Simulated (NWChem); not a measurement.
Molecule: hydrogen peroxide (H₂O₂); SMILES OO

Results from NWChem. Pople sets run with spherical d functions. B3LYP is NWChem's, with the RPA form of VWN correlation. The level has its own optimisation; frequencies are unscaled.

Estimate the computed values for B3LYP/6-31G*. Quantities: r O–O (Å); r H–O (Å); highest harmonic frequency (cm⁻¹); lowest (cm⁻¹); zero-point energy (kcal/mol).

The r O–O (Å) comes out as 1.456 and the r H–O (Å) is 0.974. The highest harmonic frequency (cm⁻¹) is 3699 and the lowest (cm⁻¹) is 361. The zero-point energy (kcal/mol) comes out as 16.5.
